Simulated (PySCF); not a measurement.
Coordinates in bohr (charge 0 multiplicity 1):
```
S     0.0000    0.0000   -0.7315
F     0.0000    3.1793   -0.5662
F     0.0000   -3.1793   -0.5662
F     2.3101    0.0000    1.1819
F    -2.3101    0.0000    1.1819
```

Level of theory: PBE in PySCF with S def2-TZVP, F def2-TZVP; no relativity; density-fitted integrals.

This geometry of SF4 is a stationary point at this level.

Question: What is the point group?

Answer: C2v.

Question: Is it a minimum?

Answer: Yes: all harmonic wavenumbers are real.

Question: List the harmonic modes with their infrared intensities.

Answer: 
| symmetry | ω (cm⁻¹) | IR (km/mol) |
| --- | --- | --- |
| a1 | 204 | 0.7 |
| b2 | 309 | 7.9 |
| a2 | 416 | 0.0 |
| a1 | 472 | 14.1 |
| b1 | 480 | 0.4 |
| a1 | 519 | 4.6 |
| b1 | 706 | 578 |
| b2 | 788 | 174 |
| a1 | 822 | 104 |

Question: What is the atomisation energy, with and without zero-point energy?

Answer: 1512 kJ/mol without, 1484 kJ/mol with.

In C2v the vibrations span 4a1 + 2b2 + a2 + 2b1. The a2 mode carries no infrared intensity, as symmetry demands.
